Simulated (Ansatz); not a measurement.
Born–Oppenheimer molecular dynamics of CH6AlN (9 atoms, charge 0, multiplicity 1). It starts from a relaxed structure.

These are results of RKS BLYP-D4/def2-SVP in Ansatz, not measurements.

- ensemble: NVT, Langevin thermostat
- time step: 0.5 fs
- steps asked: 500
- set temperature: 700 K
- friction: 0.02 /fs
- seed: 548631

First frame:

```xyz
9
Properties=species:S:1:pos:R:3
Al 0.021 -0.134 -0.028
H 0.117 -0.442 1.534
N 1.578 -0.006 -0.902
H 2.501 -0.120 -0.472
H 1.691 0.189 -1.901
C -1.675 0.096 -1.002
H -2.302 -0.819 -0.926
H -2.279 0.923 -0.569
H -1.532 0.314 -2.080
```

Q: How far do the bonds stretch over the last three quarters of this one trajectory? (Pairs bonded in most of those frames.)

A: 
```
  bond  mean (Å)  spread (Å)  shortest  longest
Al1–H2     1.601       0.058      1.48     1.73
Al1–N3     1.803       0.041      1.72     1.89
Al1–C6     1.988       0.067      1.86     2.13
 N3–H4     1.027       0.022      0.97     1.09
 N3–H5     1.032       0.040      0.94     1.12
 C6–H7     1.118       0.037      1.05     1.21
 C6–H8     1.116       0.032      1.03     1.25
 C6–H9     1.115       0.025      1.06     1.17
```

Mean temperature of the second half: 477 K. The mean temperature of the second half is 32 % below the set value. A run of 0.25 ps of so small a system gives no equilibrium averages.

Time of the run: 8 min on 2 threads of Arm Neoverse V2, with other jobs on the host, peak memory 0.13 GiB.
